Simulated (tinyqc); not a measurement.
Inside a calculation (part 1 of 3). Method: UHF in the sto-3g basis, for NH3, spin multiplicity 1. Computed by tinyqc, a small Python program that keeps every step (integrals from PySCF). Settings: charge = 0, multiplicity = 1, basis = sto-3g, energy threshold = 1e-09, iteration cap = 74, orthogonalisation = symmetric, start = Wolfsberg-Helmholz matrix, DIIS depth = 4, method = UHF, break = 0.2. Command: `OMP_NUM_THREADS=1 python tinyqc.py 23077 23078 out.jsonl` (the two numbers bound the seeds that draw the settings). One thread of a shared host (Intel(R) Xeon(R) Processor @ 2.60GHz), about 0.1 s of CPU time with the checks. Later iterations appear only in the table of the cycle.

## One-electron integrals

Geometry (angstrom):

| atom | x | y | z |
|---|---|---|---|
| N | 0.000000 | 0.000000 | 0.497000 |
| H | 0.934000 | 0.000000 | 0.000000 |
| H | -0.467000 | 0.809000 | 0.000000 |
| H | -0.467000 | -0.809000 | 0.000000 |

Basis sto-3g: exponents (1/bohr^2) and contraction coefficients of normalised primitives:

| element | l (shell) | exponent | coefficient |
|---|---|---|---|
| N | s (1) | 99.106169 | 0.154329 |
| N | s (1) | 18.052312 | 0.535328 |
| N | s (1) | 4.885660 | 0.444635 |
| N | s (2) | 3.780456 | -0.099967 |
| N | s (2) | 0.878497 | 0.399513 |
| N | s (2) | 0.285714 | 0.700115 |
| N | p (3) | 3.780456 | 0.155916 |
| N | p (3) | 0.878497 | 0.607684 |
| N | p (3) | 0.285714 | 0.391957 |
| H | s (1) | 3.425251 | 0.154329 |
| H | s (1) | 0.623914 | 0.535328 |
| H | s (1) | 0.168855 | 0.444635 |

Overlap, kinetic and nuclear-attraction integrals over the contracted functions; the nuclear repulsion is the sum of Za Zb / Rab.

nuclear repulsion = 11.48409281 hartree

overlap S, lower triangle:
```
           1N 1s     1N 2s     1N 2px     1N 2py     1N 2pz     2H 1s     3H 1s     4H 1s
1N 1s   1.000000
1N 2s   0.235038  1.000000
1N 2px  0.000000  0.000000   1.000000
1N 2py  0.000000  0.000000   0.000000   1.000000
1N 2pz  0.000000  0.000000   0.000000   0.000000   1.000000
2H 1s   0.052393  0.466640   0.373810   0.000000  -0.198912  1.000000
3H 1s   0.052381  0.466579  -0.186871   0.323723  -0.198876  0.216324  1.000000
4H 1s   0.052381  0.466579  -0.186871  -0.323723  -0.198876  0.216324  0.216260  1.000000
```

kinetic energy T (hartree), lower triangle:
```
            1N 1s     1N 2s     1N 2px     1N 2py     1N 2pz     2H 1s     3H 1s     4H 1s
1N 1s   21.990753
1N 2s   -0.128416  0.606994
1N 2px   0.000000  0.000000   1.899358
1N 2py   0.000000  0.000000   0.000000   1.899358
1N 2pz   0.000000  0.000000   0.000000   0.000000   1.899358
2H 1s   -0.008352  0.105113   0.222885   0.000000  -0.118601  0.760032
3H 1s   -0.008356  0.105076  -0.111402   0.192986  -0.118558  0.001395  0.760032
4H 1s   -0.008356  0.105076  -0.111402  -0.192986  -0.118558  0.001395  0.001384  0.760032
```

nuclear attraction V (hartree), lower triangle:
```
             1N 1s      1N 2s     1N 2px     1N 2py     1N 2pz      2H 1s      3H 1s      4H 1s
1N 1s   -47.686370
1N 2s    -5.785599  -8.339263
1N 2px   -0.000004  -0.000037  -8.303576
1N 2py    0.000000   0.000000   0.000000  -8.303585
1N 2pz    0.020421   0.239015   0.000019   0.000000  -8.243256
2H 1s    -1.320828  -3.210285  -2.326094   0.000000   1.310710  -5.294748
3H 1s    -1.320506  -3.209751   1.162770  -2.014332   1.310418  -1.243554  -5.294417
4H 1s    -1.320506  -3.209751   1.162770   2.014332   1.310418  -1.243554  -1.243178  -5.294417
```

core Hamiltonian H = T + V (hartree), lower triangle:
```
             1N 1s      1N 2s     1N 2px     1N 2py     1N 2pz      2H 1s      3H 1s      4H 1s
1N 1s   -25.695617
1N 2s    -5.914015  -7.732269
1N 2px   -0.000004  -0.000037  -6.404218
1N 2py    0.000000   0.000000   0.000000  -6.404227
1N 2pz    0.020421   0.239015   0.000019   0.000000  -6.343898
2H 1s    -1.329180  -3.105172  -2.103210   0.000000   1.192109  -4.534716
3H 1s    -1.328862  -3.104676   1.051368  -1.821346   1.191860  -1.242159  -4.534385
4H 1s    -1.328862  -3.104676   1.051368   1.821346   1.191860  -1.242159  -1.241794  -4.534385
```

## Two-electron integrals

Functions are numbered as in S; the eight-fold symmetry (ij|kl) = (ji|kl) = (kl|ij) leaves the list below.

Two-electron integrals (ij|kl) in chemists' order, unique and non-zero (hartree):
```
(11|11) 4.166630    (21|11) 0.640849    (21|21) 0.117461    (22|11) 0.969864
(22|21) 0.220936    (22|22) 0.708245    (31|31) 0.020960    (32|31) 0.032452
(32|32) 0.156449    (33|11) 0.967124    (33|21) 0.220977    (33|22) 0.708086
(33|33) 0.762805    (41|41) 0.020960    (42|41) 0.032452    (42|42) 0.156449
(43|43) 0.041119    (44|11) 0.967124    (44|21) 0.220977    (44|22) 0.708086
(44|33) 0.680568    (44|44) 0.762805    (51|51) 0.020960    (52|51) 0.032452
(52|52) 0.156449    (53|53) 0.041119    (54|54) 0.041119    (55|11) 0.967124
(55|21) 0.220977    (55|22) 0.708086    (55|33) 0.680568    (55|44) 0.680568
(55|55) 0.762805    (61|11) 0.144685    (61|21) 0.026312    (61|22) 0.049222
(61|31) 0.001222    (61|32) 0.002292    (61|33) 0.049394    (61|44) 0.049097
(61|51) -0.000650   (61|52) -0.001219   (61|53) -0.000158   (61|55) 0.049181
(61|61) 0.005994    (62|11) 0.347016    (62|21) 0.080005    (62|22) 0.282546
(62|31) 0.005917    (62|32) 0.044645    (62|33) 0.290020    (62|44) 0.276807
(62|51) -0.003149   (62|52) -0.023757   (62|53) -0.007031   (62|55) 0.280548
(62|61) 0.018421    (62|62) 0.142591    (63|11) 0.239490    (63|21) 0.055918
(63|22) 0.210217    (63|31) 0.011835    (63|32) 0.078495    (63|33) 0.227555
(63|44) 0.200109    (63|51) -0.001926   (63|52) -0.016605   (63|53) -0.009792
(63|55) 0.202759    (63|61) 0.013457    (63|62) 0.127432    (63|63) 0.131179
(64|41) 0.008215    (64|42) 0.047289    (64|43) 0.009044    (64|54) -0.004812
(64|64) 0.019042    (65|11) -0.127438   (65|21) -0.029755   (65|22) -0.111861
(65|31) -0.001926   (65|32) -0.016605   (65|33) -0.111462   (65|44) -0.106482
(65|51) 0.009240    (65|52) 0.056125    (65|53) 0.011694    (65|55) -0.117517
(65|61) -0.007161   (65|62) -0.067809   (65|63) -0.059670   (65|65) 0.050794
(66|11) 0.487321    (66|21) 0.114159    (66|22) 0.460023    (66|31) 0.010922
(66|32) 0.111696    (66|33) 0.488653    (66|44) 0.438294    (66|51) -0.005812
(66|52) -0.059436   (66|53) -0.026797   (66|55) 0.452553    (66|61) 0.026589
(66|62) 0.290757    (66|63) 0.291456    (66|65) -0.155089   (66|66) 0.774606
(71|11) 0.144650    (71|21) 0.026306    (71|22) 0.049210    (71|31) -0.000611
(71|32) -0.001145   (71|33) 0.049160    (71|41) 0.001058    (71|42) 0.001984
(71|43) -0.000128   (71|44) 0.049308    (71|51) -0.000650   (71|52) -0.001219
(71|53) 0.000079    (71|54) -0.000136   (71|55) 0.049169    (71|61) 0.005878
(71|62) 0.017717    (71|63) 0.012085    (71|64) 0.000502    (71|65) -0.006893
(71|66) 0.025229    (71|71) 0.005991    (72|11) 0.346957    (72|21) 0.079992
(72|22) 0.282502    (72|31) -0.002958   (72|32) -0.022318   (72|33) 0.280066
(72|41) 0.005124    (72|42) 0.038661    (72|43) -0.005721   (72|44) 0.286674
(72|51) -0.003148   (72|52) -0.023751   (72|53) 0.003514    (72|54) -0.006088
(72|55) 0.280504    (72|61) 0.017718    (72|62) 0.112518    (72|63) 0.077032
(72|64) 0.012088    (72|65) -0.052129   (72|66) 0.186875    (72|71) 0.018414
(72|72) 0.142551    (73|11) -0.119718   (73|21) -0.027953   (73|22) -0.105086
(73|31) 0.009118    (73|32) 0.055080    (73|33) -0.110244   (73|41) -0.001567
(73|42) -0.013511   (73|43) 0.009857    (73|44) -0.103542   (73|51) 0.000963
(73|52) 0.008300    (73|53) -0.006056   (73|54) 0.002156    (73|55) -0.101358
(73|61) -0.005608   (73|62) -0.028046   (73|63) -0.005371   (73|64) -0.002296
(73|65) 0.012660    (73|66) -0.033841   (73|71) -0.006725   (73|72) -0.063694
(73|73) 0.047059    (74|11) 0.207392    (74|21) 0.048423    (74|22) 0.182044
(74|31) -0.001567   (74|32) -0.013511   (74|33) 0.175317    (74|41) 0.010928
(74|42) 0.070686    (74|43) -0.008030   (74|44) 0.195033    (74|51) -0.001668
(74|52) -0.014379   (74|53) 0.002156    (74|54) -0.008546   (74|55) 0.175585
(74|61) 0.010718    (74|62) 0.072762    (74|63) 0.049359    (74|64) 0.021797
(74|65) -0.033041   (74|66) 0.121077    (74|71) 0.011650    (74|72) 0.110340
(74|73) -0.048545   (74|74) 0.103132    (75|11) -0.127409   (75|21) -0.029748
(75|22) -0.111837   (75|31) 0.000963    (75|32) 0.008300    (75|33) -0.107704
(75|41) -0.001668   (75|42) -0.014379   (75|43) 0.002156    (75|44) -0.110194
(75|51) 0.009238    (75|52) 0.056114    (75|53) -0.005845   (75|54) 0.010126
(75|55) -0.117491   (75|61) -0.006893   (75|62) -0.052127   (75|63) -0.034940
(75|64) -0.005554   (75|65) 0.038155    (75|66) -0.093566   (75|71) -0.007157
(75|72) -0.067786   (75|73) 0.029823    (75|74) -0.051664   (75|75) 0.050775
(76|11) 0.127429    (76|21) 0.029610    (76|22) 0.112076    (76|31) 0.000859
(76|32) 0.007450    (76|33) 0.111517    (76|41) 0.001488    (76|42) 0.012904
(76|43) 0.000389    (76|44) 0.111966    (76|51) -0.001828   (76|52) -0.015855
(76|53) -0.001751   (76|54) -0.003033   (76|55) 0.112626    (76|61) 0.006740
(76|62) 0.055013    (76|63) 0.045307    (76|64) 0.005290    (76|65) -0.028984
(76|66) 0.112217    (76|71) 0.006738    (76|72) 0.055006    (76|73) -0.018069
(76|74) 0.041881    (76|75) -0.028979   (76|76) 0.025897    (77|11) 0.487280
(77|21) 0.114150    (77|22) 0.459992    (77|31) -0.005460   (77|32) -0.055838
(77|33) 0.450851    (77|41) 0.009458    (77|42) 0.096730    (77|43) -0.021804
(77|44) 0.476036    (77|51) -0.005810   (77|52) -0.059425   (77|53) 0.013395
(77|54) -0.023205   (77|55) 0.452520    (77|61) 0.025233    (77|62) 0.186892
(77|63) 0.121780    (77|64) 0.031226    (77|65) -0.093577   (77|66) 0.322758
(77|71) 0.026581    (77|72) 0.290709    (77|73) -0.145695   (77|74) 0.252393
(77|75) -0.155055   (77|76) 0.112217    (77|77) 0.774606    (81|11) 0.144650
(81|21) 0.026306    (81|22) 0.049210    (81|31) -0.000611   (81|32) -0.001145
(81|33) 0.049160    (81|41) -0.001058   (81|42) -0.001984   (81|43) 0.000128
(81|44) 0.049308    (81|51) -0.000650   (81|52) -0.001219   (81|53) 0.000079
(81|54) 0.000136    (81|55) 0.049169    (81|61) 0.005878    (81|62) 0.017717
(81|63) 0.012085    (81|64) -0.000502   (81|65) -0.006893   (81|66) 0.025229
(81|71) 0.005876    (81|72) 0.017714    (81|73) -0.006475   (81|74) 0.010214
(81|75) -0.006891   (81|76) 0.006537    (81|77) 0.025227    (81|81) 0.005991
(82|11) 0.346957    (82|21) 0.079992    (82|22) 0.282502    (82|31) -0.002958
(82|32) -0.022318   (82|33) 0.280066    (82|41) -0.005124   (82|42) -0.038661
(82|43) 0.005721    (82|44) 0.286674    (82|51) -0.003148   (82|52) -0.023751
(82|53) 0.003514    (82|54) 0.006088    (82|55) 0.280504    (82|61) 0.017718
(82|62) 0.112518    (82|63) 0.077032    (82|64) -0.012088   (82|65) -0.052129
(82|66) 0.186875    (82|71) 0.017714    (82|72) 0.112498    (82|73) -0.048971
(82|74) 0.060664    (82|75) -0.052117   (82|76) 0.044850    (82|77) 0.186856
(82|81) 0.018414    (82|82) 0.142551    (83|11) -0.119718   (83|21) -0.027953
(83|22) -0.105086   (83|31) 0.009118    (83|32) 0.055080    (83|33) -0.110244
(83|41) 0.001567    (83|42) 0.013511    (83|43) -0.009857   (83|44) -0.103542
(83|51) 0.000963    (83|52) 0.008300    (83|53) -0.006056   (83|54) -0.002156
(83|55) -0.101358   (83|61) -0.005608   (83|62) -0.028046   (83|63) -0.005371
(83|64) 0.002296    (83|65) 0.012660    (83|66) -0.033841   (83|71) -0.006475
(83|72) -0.048971   (83|73) 0.035371    (83|74) -0.025822   (83|75) 0.022274
(83|76) -0.014516   (83|77) -0.087907   (83|81) -0.006725   (83|82) -0.063694
(83|83) 0.047059    (84|11) -0.207392   (84|21) -0.048423   (84|22) -0.182044
(84|31) 0.001567    (84|32) 0.013511    (84|33) -0.175317   (84|41) 0.010928
(84|42) 0.070686    (84|43) -0.008030   (84|44) -0.195033   (84|51) 0.001668
(84|52) 0.014379    (84|53) -0.002156   (84|54) -0.008546   (84|55) -0.175585
(84|61) -0.010718   (84|62) -0.072762   (84|63) -0.049359   (84|64) 0.021797
(84|65) 0.033041    (84|66) -0.121077   (84|71) -0.010214   (84|72) -0.060664
(84|73) 0.025822    (84|74) -0.018962   (84|75) 0.027480    (84|76) -0.025147
(84|77) -0.089847   (84|81) -0.011650   (84|82) -0.110340   (84|83) 0.048545
(84|84) 0.103132    (85|11) -0.127409   (85|21) -0.029748   (85|22) -0.111837
(85|31) 0.000963    (85|32) 0.008300    (85|33) -0.107704   (85|41) 0.001668
(85|42) 0.014379    (85|43) -0.002156   (85|44) -0.110194   (85|51) 0.009238
(85|52) 0.056114    (85|53) -0.005845   (85|54) -0.010126   (85|55) -0.117491
(85|61) -0.006893   (85|62) -0.052127   (85|63) -0.034940   (85|64) 0.005554
(85|65) 0.038155    (85|66) -0.093566   (85|71) -0.006891   (85|72) -0.052117
(85|73) 0.022274    (85|74) -0.027480   (85|75) 0.038146    (85|76) -0.022994
(85|77) -0.093554   (85|81) -0.007157   (85|82) -0.067786   (85|83) 0.029823
(85|84) 0.051664    (85|85) 0.050775    (86|11) 0.127429    (86|21) 0.029610
(86|22) 0.112076    (86|31) 0.000859    (86|32) 0.007450    (86|33) 0.111517
(86|41) -0.001488   (86|42) -0.012904   (86|43) -0.000389   (86|44) 0.111966
(86|51) -0.001828   (86|52) -0.015855   (86|53) -0.001751   (86|54) 0.003033
(86|55) 0.112626    (86|61) 0.006740    (86|62) 0.055013    (86|63) 0.045307
(86|64) -0.005290   (86|65) -0.028984   (86|66) 0.112217    (86|71) 0.006537
(86|72) 0.044850    (86|73) -0.014516   (86|74) 0.025147    (86|75) -0.022994
(86|76) 0.021513    (86|77) 0.076261    (86|81) 0.006738    (86|82) 0.055006
(86|83) -0.018069   (86|84) -0.041881   (86|85) -0.028979   (86|86) 0.025897
(87|11) 0.127391    (87|21) 0.029602    (87|22) 0.112043    (87|31) -0.001717
(87|32) -0.014894   (87|33) 0.112157    (87|44) 0.111260    (87|51) -0.001828
(87|52) -0.015850   (87|53) 0.003501    (87|55) 0.112593    (87|61) 0.006536
(87|62) 0.044844    (87|63) 0.029031    (87|65) -0.022992   (87|66) 0.076245
(87|71) 0.006736    (87|72) 0.054988    (87|73) -0.027221   (87|74) 0.036580
(87|75) -0.028969   (87|76) 0.021507    (87|77) 0.112178    (87|81) 0.006736
(87|82) 0.054988    (87|83) -0.027221   (87|84) -0.036580   (87|85) -0.028969
(87|86) 0.021507    (87|87) 0.025881    (88|11) 0.487280    (88|21) 0.114150
(88|22) 0.459992    (88|31) -0.005460   (88|32) -0.055838   (88|33) 0.450851
(88|41) -0.009458   (88|42) -0.096730   (88|43) 0.021804    (88|44) 0.476036
(88|51) -0.005810   (88|52) -0.059425   (88|53) 0.013395    (88|54) 0.023205
(88|55) 0.452520    (88|61) 0.025233    (88|62) 0.186892    (88|63) 0.121780
(88|64) -0.031226   (88|65) -0.093577   (88|66) 0.322758    (88|71) 0.025227
(88|72) 0.186856    (88|73) -0.087907   (88|74) 0.089847    (88|75) -0.093554
(88|76) 0.076261    (88|77) 0.322722    (88|81) 0.026581    (88|82) 0.290709
(88|83) -0.145695   (88|84) -0.252393   (88|85) -0.155055   (88|86) 0.112217
(88|87) 0.112178    (88|88) 0.774606
```

## Orthogonalisation

S = U s U^T; symmetric (Loewdin) form X = U s^(-1/2) U^T, so that X^T S X = 1.

eigenvalues of S: 0.292151  0.421427  0.421460  0.901498  1.081211  1.362228  1.362280  2.157746

X, lower triangle:
```
            1N 1s      1N 2s     1N 2px     1N 2py    1N 2pz      2H 1s      3H 1s     4H 1s
1N 1s    1.024980
1N 2s   -0.152385   1.351706
1N 2px  -0.000002   0.000037   1.120002
1N 2py   0.000000   0.000000   0.000000   1.120001
1N 2pz   0.012734  -0.137837  -0.000018   0.000000  1.057558
2H 1s    0.022085  -0.291984  -0.271631   0.000000  0.122325   1.222014
3H 1s    0.022084  -0.291916   0.135785  -0.235212  0.122289  -0.055211   1.221942
4H 1s    0.022084  -0.291916   0.135785   0.235212  0.122289  -0.055211  -0.055191  1.221942
```

## Starting guess

The start is the generalised Wolfsberg-Helmholz matrix (K = 1.75) built on H, with HOMO and LUMO mixed by +/-0.2 rad for the two spins; D(s) = C_occ C_occ^T for each spin.

D(alpha) at the start, lower triangle:
```
            1N 1s      1N 2s     1N 2px     1N 2py     1N 2pz     2H 1s      3H 1s     4H 1s
1N 1s    1.022955
1N 2s   -0.087308   0.454204
1N 2px   0.000008  -0.000032   0.632640
1N 2py   0.016119  -0.057326  -0.000004   0.661545
1N 2pz  -0.056550   0.200737   0.000020  -0.157113   0.890131
2H 1s   -0.061406   0.135094   0.235609  -0.001055  -0.038065  0.141273
3H 1s   -0.078298   0.195187  -0.117810   0.172677   0.126667  0.010744   0.175238
4H 1s   -0.044499   0.074983  -0.117818  -0.174789  -0.202771  0.008531  -0.022142  0.170811
```

D(beta) at the start, lower triangle:
```
            1N 1s      1N 2s     1N 2px     1N 2py     1N 2pz     2H 1s      3H 1s     4H 1s
1N 1s    1.022955
1N 2s   -0.087308   0.454204
1N 2px   0.000008  -0.000032   0.632640
1N 2py  -0.016119   0.057326   0.000004   0.661545
1N 2pz  -0.056550   0.200737   0.000020   0.157113   0.890131
2H 1s   -0.061406   0.135094   0.235609   0.001055  -0.038065  0.141273
3H 1s   -0.044499   0.074983  -0.117818   0.174789  -0.202771  0.008531   0.170811
4H 1s   -0.078298   0.195187  -0.117810  -0.172677   0.126667  0.010744  -0.022142  0.175238
```

## Iteration 1: building the Fock matrix

J_ij = sum D_kl (ij|kl) with D = D(alpha) + D(beta), K_ij = sum D_kl (ik|jl) for each spin; F = H + J - K(s); E = tr D H + tr D J / 2 - 0.5 sum_s tr D(s) K(s) + E_nn.

Coulomb J (hartree), lower triangle:
```
            1N 1s      1N 2s     1N 2px     1N 2py     1N 2pz     2H 1s     3H 1s     4H 1s
1N 1s   15.021124
1N 2s    2.817313   7.113865
1N 2px  -0.000095  -0.001918   7.105563
1N 2py   0.000000   0.000000   0.000000   7.108854
1N 2pz   0.001788  -0.046151   0.000730   0.000000   7.106848
2H 1s    0.631430   2.824010   2.089584   0.000000  -1.130151  4.643699
3H 1s    0.631299   2.826354  -1.047224   1.813248  -1.131686  1.122183  4.657579
4H 1s    0.631299   2.826354  -1.047224  -1.813248  -1.131686  1.122183  1.122790  4.657579
```

exchange K(alpha) (hartree), lower triangle:
```
            1N 1s      1N 2s     1N 2px     1N 2py     1N 2pz     2H 1s     3H 1s     4H 1s
1N 1s    4.222173
1N 2s    0.730209   1.077193
1N 2px   0.000087   0.000231   0.881238
1N 2py  -0.000293  -0.027919  -0.001819   0.886664
1N 2pz  -0.005445   0.023684   0.000218  -0.055496   0.927787
2H 1s    0.168528   0.495447   0.360961  -0.002469  -0.173091  0.543068
3H 1s    0.167560   0.500301  -0.181216   0.309635  -0.147487  0.198751  0.542240
4H 1s    0.169213   0.491271  -0.180974  -0.314151  -0.200153  0.203075  0.199269  0.559751
```

exchange K(beta) (hartree), lower triangle:
```
            1N 1s     1N 2s     1N 2px     1N 2py     1N 2pz     2H 1s     3H 1s     4H 1s
1N 1s    4.222173
1N 2s    0.730209  1.077193
1N 2px   0.000087  0.000231   0.881238
1N 2py   0.000293  0.027919   0.001819   0.886664
1N 2pz  -0.005445  0.023684   0.000218   0.055496   0.927787
2H 1s    0.168528  0.495447   0.360961   0.002469  -0.173091  0.543068
3H 1s    0.169213  0.491271  -0.180974   0.314151  -0.200153  0.203075  0.559751
4H 1s    0.167560  0.500301  -0.181216  -0.309635  -0.147487  0.198751  0.199269  0.542240
```

F(alpha) (hartree), lower triangle:
```
             1N 1s      1N 2s     1N 2px     1N 2py     1N 2pz      2H 1s      3H 1s      4H 1s
1N 1s   -14.896666
1N 2s    -3.826911  -1.695598
1N 2px   -0.000186  -0.002186  -0.179893
1N 2py    0.000293   0.027919   0.001819  -0.182036
1N 2pz    0.027655   0.169181   0.000532   0.055496  -0.164836
2H 1s    -0.866277  -0.776609  -0.374586   0.002469   0.235049  -0.434085
3H 1s    -0.865123  -0.778623   0.185360  -0.317734   0.207661  -0.318727  -0.419046
4H 1s    -0.866777  -0.769593   0.185118   0.322250   0.260327  -0.323051  -0.318273  -0.436557
```

F(beta) (hartree), lower triangle:
```
             1N 1s      1N 2s     1N 2px     1N 2py     1N 2pz      2H 1s      3H 1s      4H 1s
1N 1s   -14.896666
1N 2s    -3.826911  -1.695598
1N 2px   -0.000186  -0.002186  -0.179893
1N 2py   -0.000293  -0.027919  -0.001819  -0.182036
1N 2pz    0.027655   0.169181   0.000532  -0.055496  -0.164836
2H 1s    -0.866277  -0.776609  -0.374586  -0.002469   0.235049  -0.434085
3H 1s    -0.866777  -0.769593   0.185118  -0.322250   0.260327  -0.323051  -0.436557
4H 1s    -0.865123  -0.778623   0.185360   0.317734   0.207661  -0.318727  -0.318273  -0.419046
```

total energy of this density = -55.12841361 hartree
